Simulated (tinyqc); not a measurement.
MP2 on RHF in the sto-6g basis, frozen core, for BH3, spin multiplicity 1, step by step. One step of it, computed by the program tinyqc.

Task: Orthogonalisation. S = U s U^T; canonical form X = U s^(-1/2), so that X^T S X = 1. Each column of U has its largest component positive (the first on a tie).

overlap S:
```
           1B 1s     1B 2s     1B 2px     1B 2py     1B 2pz      2H 1s      3H 1s      4H 1s
1B 1s   1.000000  0.264891   0.000000   0.000000   0.000000   0.073563   0.073609   0.073609
1B 2s   0.264891  1.000000   0.000000   0.000000   0.000000   0.490687   0.490832   0.490832
1B 2px  0.000000  0.000000   1.000000   0.000000   0.000000   0.497419  -0.248814  -0.248814
1B 2py  0.000000  0.000000   0.000000   1.000000   0.000000   0.000000   0.430821  -0.430821
1B 2pz  0.000000  0.000000   0.000000   0.000000   1.000000  -0.005565  -0.005567  -0.005567
2H 1s   0.073563  0.490687   0.497419   0.000000  -0.005565   1.000000   0.117529   0.117529
3H 1s   0.073609  0.490832  -0.248814   0.430821  -0.005567   0.117529   1.000000   0.117620
4H 1s   0.073609  0.490832  -0.248814  -0.430821  -0.005567   0.117529   0.117620   1.000000
```

Give: eigenvalues of S; X.

Result:

eigenvalues of S: 0.2406  0.3291  0.3291  0.9483  1.0002  1.5533  1.5534  2.0460

X:
```
              1        2        3        4        5        6        7        8
1B 1s   -0.3253   0.0000  -0.0004   0.9787   0.0528   0.0000   0.0001   0.1760
1B 2s    1.5501   0.0000   0.0014  -0.0454   0.0080   0.0000   0.0002   0.4530
1B 2px  -0.0015   0.0000   1.1719   0.0000   0.0000   0.0000   0.5939  -0.0001
1B 2py   0.0000   1.1719   0.0000   0.0000   0.0000   0.5940   0.0000   0.0000
1B 2pz  -0.0163   0.0000   0.0000  -0.0564   0.9984   0.0000   0.0000  -0.0046
2H 1s   -0.7397   0.0000  -1.0542  -0.1745  -0.0095   0.0000   0.4405   0.2900
3H 1s   -0.7416  -0.9125   0.5261  -0.1745  -0.0095   0.3814  -0.2201   0.2902
4H 1s   -0.7416   0.9125   0.5261  -0.1745  -0.0095  -0.3814  -0.2201   0.2902
```
